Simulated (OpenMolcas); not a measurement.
**NH3 (SMILES N): HF/3-21G**

Aim: an optimisation with harmonic vibrations of NH3. 

The calculation is run with OpenMolcas 26.06.

1 further run of the same task is left out (set aside as unsound or not needed). Runs told in other sessions of the task aren't counted.

### 1 Starting point

The species is NH3 (4 atoms), meant as a singlet with charge 0. SMILES: `N`. The coordinates come from a PBE0-D4/def2-TZVP relaxation. The run starts from this shape.

Bond lengths: N1–H2 1.013 Å, N1–H3 1.013 Å, N1–H4 1.013 Å. Angles: H2–N1–H3 107.1°, H2–N1–H4 107.1°, H3–N1–H4 107.1°.

### 2 An optimisation with harmonic vibrations at HF/3-21G

Input file mol.inp:

```
&GATEWAY
BasLib=$CurrDir
Coord
4
angstrom
N       -0.069910       0.249470       0.110930
H        0.490470      -0.301820       0.749180
H       -0.887480      -0.301940      -0.118910
H        0.466920       0.354280      -0.741200
Basis=3-21G
Group=NoSym
>>> EXPORT MOLCAS_MAXITER=50
>>> Do While
&SEWARD
&SCF
PrOrbitals=0
&SLAPAF
>>> EndDo
>>> COPY $Project.Opt.xyz $CurrDir/final.xyz
>>> COPY $Project.slapaf.h5 $CurrDir/final.slapaf.h5
&MCKINLEY
&MCLR
Thermochemistry
3
1.0
298.15
End of PT
```

The basis set 3-21G is read from a file made from the Basis Set Exchange's data (not shown).

Run with:

```
$ export MOLCAS_MEM=1860
$ pymolcas mol.inp > mol.log
```

The program printed:

```text
--- Start Module: gateway ---
[...]
--- Stop Module: gateway /rc=_RC_ALL_IS_WELL_ ---
[...]
      Basis functions           15
[...]
       Convergence after   9 Iterations
[...]
::    Total SCF energy                                -55.8706928658
[...]
 *              Molecular gradients               *
 **************************************************
  Irreducible representation: a
 ------------------------------------------------------------------------------------------
                              X                       Y                       Z
 ------------------------------------------------------------------------------------------
  N1               -4.61620708458310E-03    1.64610818673649E-02    7.31697206818938E-03
  H2                1.03691854603971E-03   -5.25102282329759E-03   -3.28856138320588E-03
  H3                2.52184096111363E-03   -5.24888073651941E-03   -2.35272168765543E-03
  H4                1.05744757742787E-03   -5.96117830754814E-03   -1.67568899732862E-03
 ------------------------------------------------------------------------------------------
[...]
 Geometry is converged in   4 iterations to a Minimum Structure
*****************************************************************************************************************
*****************************************************************************************************************
++ Geometry section
********************************************************************************
  Geometrical information of the final structure
********************************************************************************
  NOTE: on convergence the final predicted structure will be printed here.
  This is not identical to the structure printed in the head of the output.
 *********************************************************
[...]
       Convergence after   4 Iterations
[...]
::    Total SCF energy                                -55.8722034949
[...]
      Total spin, S                                     0.0000000000
[...]
      Total electronic charge=   10.000000
      Total            charge=   -0.000000
[...]
      Dipole Moment (debye):
      Origin of the operator (angstrom)=   -0.0401    0.1430    0.0636
                   X=  4.3426E-01               Y= -1.5498E+00               Z= -6.8910E-01           Total=  1.7508E+00
      Quadrupole Moment (debye*angstrom):
[...]
--- Start Module: mclr ---
[...]
     Frequency:         0.01      0.04      0.06     13.24     13.25     14.35
[...]
     Frequency:       854.12   1857.85   1857.85   3644.48   3800.85   3800.85
[...]
--- Stop Module: mclr /rc=_RC_ALL_IS_WELL_ ---
--- Start Module: mclr ---
[...]
        Frequency:         1857.85 cm-1
      ---------------------------------
[...]
        Frequency:         3644.48 cm-1
      ---------------------------------
[...]
        Frequency:         3800.85 cm-1
      ---------------------------------
[...]
        Frequency:         3800.85 cm-1
      ---------------------------------
[...]
--- Stop Module: mclr /rc=_RC_ALL_IS_WELL_ ---
[...]
```

Run time: 6.9 s. Hardware: 1 thread of Arm Neoverse V1, shared host; peak memory 0.38 GiB.

### 3 Results

Level: HF/3-21G.

| quantity | value |
| --- | --- |
| total energy | -55.87220 Eh |
| dipole moment | 1.75 D |
| HOMO energy | -10.58 eV |
| LUMO energy | 7.49 eV |
| HOMO–LUMO gap | 18.07 eV |
| lowest harmonic wavenumber | 854 cm⁻¹ |
| highest harmonic wavenumber | 3801 cm⁻¹ |
| zero-point energy | 94.6 kJ/mol |
| ideal-gas entropy at 298.15 K and 1 atm (symmetry number 3 as used) | 46.0 cal/(mol K) |

In words: At the final geometry: Bond lengths: N1–H2 1.003 Å, N1–H3 1.003 Å, N1–H4 1.003 Å. Angles: H2–N1–H3 112.4°, H2–N1–H4 112.4°, H3–N1–H4 112.4°. All 6 modes are real, so the shape is a minimum at this level. Mulliken charges run from -0.88 on N1 to +0.29 on H2.
